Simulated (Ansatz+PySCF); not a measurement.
Results of a calculation; reference values are marked as such.
This Ansatz input gave a total energy of -78.10454 hartree.

```yaml
crystal:
  periodic: [false, false, false]
  atoms:
    - { symbol: C, position_ang: [0.0, 0.0, -0.10592] }
    - { symbol: H, position_ang: [0.0, 1.00396, 0.31776] }
    - { symbol: H, position_ang: [0.0, -1.00396, 0.31776] }
    - { symbol: C, position_ang: [10.0, 0.0, -0.10592] }
    - { symbol: H, position_ang: [10.0, 1.00396, 0.31776] }
    - { symbol: H, position_ang: [10.0, -1.00396, 0.31776] }
basis:
  gaussian: { orbitals: cc-pVDZ }
magnetization:
  spin_polarized: true
hamiltonian:
  xc: pbe0
scf:
  omitted_lower_state_checks: [stability, starts, atomic_configurations, cluster_reference, orbital_swaps, given_window_search, neighbouring_geometries, increment]
```

**Question.** Write an input for PySCF with the same method and basis set.

**Answer.**

```python
from pyscf import gto, dft

mol = gto.M(atom="""
C 0.000000 0.000000 -0.105920
H 0.000000 1.003960 0.317760
H 0.000000 -1.003960 0.317760
C 10.000000 0.000000 -0.105920
H 10.000000 1.003960 0.317760
H 10.000000 -1.003960 0.317760
""", basis='cc-pvdz', charge=0, spin=0)
mf = dft.UKS(mol, xc='pbe0')
mf.kernel()
print(mf.converged, mf.e_tot, mf.spin_square()[0])
```

PySCF 2.14.0 gave -78.10454 hartree, 0.05 meV from the first. This is not the lowest solution: another run reaches a determinant 2.74 eV lower.
